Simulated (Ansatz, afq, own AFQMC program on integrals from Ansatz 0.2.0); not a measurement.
**BHO, singlet in cc-pVDZ, levels against CCSDT(Q)**

```xyz
3

B     0.0000    0.0000    1.0139
O     0.0000    0.0000   -0.0928
H     0.0000    0.0000   -0.9212
```

Connectivity, by distances: B–OH.

Basis cc-pVDZ. Noble-gas cores (and the filled d shells of Ga–Kr and In–Xe) are frozen. Ansatz 0.2.0 and our own AFQMC program on the same integrals; the CISD trial comes from CCSD amplitudes, and released means the phaseless constraint is let go. Free projection: walkers drawn from exp(T), propagated without any constraint. Its projection time is finite, and what remains of the start isn't in its error. ± is one standard error of the sampling.

Determinant: RHF, the one that the program's search chose, which needn't be the lowest solution. The geometry is a point of a scan.

No full CI on the walks' own integrals is used here; CCSDT(Q) serves as the reference and is uncertain by about the last step of the cluster series.

The T1 diagnostic is 0.0125, the weight of the determinant in the CISD state is 0.909 and the size of the correlated space is 10 electrons in 31 orbitals.

Reference: CCSDT(Q), correlation energy -7.183 eV. The released energy is read at 2.40 1/Eh (meV from the phaseless value at times in 1/Eh: 1 ± 9 at 0.24, 13 ± 12 at 0.51, 4 ± 13 at 0.99, -19 ± 18 at 1.62, -2 ± 13 at 2.40).

```
         level  E − E(reference) (meV)  share of correlation (%)
            HF                  7182.8                      0.00
           MP2                   679.6                     90.54
          CCSD                   186.8                     97.40
       CCSD(T)                    25.1                     99.65
         CCSDT                    14.3                     99.80
   ph-AFQMC/HF             65.7 ± 42.1                     99.09
 ph-AFQMC/CISD               4.3 ± 9.1                     99.94
released AFQMC              2.0 ± 13.4                     99.97
    free AFQMC             -4.2 ± 11.6                    100.06
```

Free projections are given only where their last times agree within the noise and don't stop above the reference; a slow remainder of the start can still hide under it. A walk keeps the symmetry of its determinant, which the program's search chose and which needn't be the lowest solution, so a lower state of the same spin and another symmetry isn't excluded. Released energies are given only where the last usable release times agree within the noise; a slower fall can still hide under it.
